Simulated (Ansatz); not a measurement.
Reactions of `FC1C=CO1`.

Computed with Ansatz on PBE0-D4/def2-TZVP structures; ΔE is electronic, products minus reactants. CCSD(T)/CBS adds triple-zeta CCSD(T) − MP2 to the extrapolated MP2 energy (def2 sets, frozen cores). This one scheme is used for every species, atoms too. Functionals use def2-TZVPP. No spin–orbit coupling; open shells (•) take unrestricted orbitals. Spin–orbit coupling would lower the free atoms: a little for C, F, O. One conformer a species, not always the lowest.

| reaction | CCSD/CBS(def2) (kJ/mol) | B2PLYP (kJ/mol) | ωB97X-V (kJ/mol) |
| --- | --- | --- | --- |
| `FC1C=CO1` → `C=C=C(O)F` | 6 | -3 | 16 |
| `FC1C=CO1` → 3 C• + F• + 3 H• + O• | 3315 | 3362 | 3405 |
| `FC1C=CO1` + CH₃OH → `COC1C=CO1` + H–F | -24 | -19 | -18 |
| `FC1C=CO1` → `FC1=COC1` | 45 | 43 | 44 |
| `FC1C=CO1` → `OC1=C(F)C1` | 119 | 112 | 116 |
| `FC1C=CO1` → `OCC#CF` | 83 | 79 | 100 |

Give the CCSD(T)/CBS values in the same order. (Estimate.)

Computed: 7, 3391, -28, 45, 119, 87 kJ/mol.

Largest T1 diagnostic: 0.014, for `FC1C=CO1`.
